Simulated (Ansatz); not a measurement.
## Ansatz (development build ahead of 0.2.0) run

```yaml
crystal:
  periodic: [false, false, false]
  atoms:
    - { symbol: O, position_ang: [0.0, 0.0, -1.15] }
    - { symbol: "N", position_ang: [0.0, 0.0, 0.0] }
    - { symbol: O, position_ang: [0.0, 0.0, 1.15] }
basis:
  gaussian: { orbitals: def2-SVP }
total_charge: 1
hamiltonian:
  xc: hf
correlation:
  method: ccsd_t
  frozen_orbitals: { "N": 1, O: 1 }
scf:
  omitted_lower_state_checks: [stability, starts, atomic_configurations, cluster_reference, orbital_swaps, given_window_search, neighbouring_geometries, increment]
```

The input is written out in the form of the current development build from the run's settings.

Results

```json
{"Converged": "yes", "Reference energy": "-203.49142 hartree", "Correlation energy": "-0.59000 hartree", "Total energy": "-204.08141 hartree"}
```
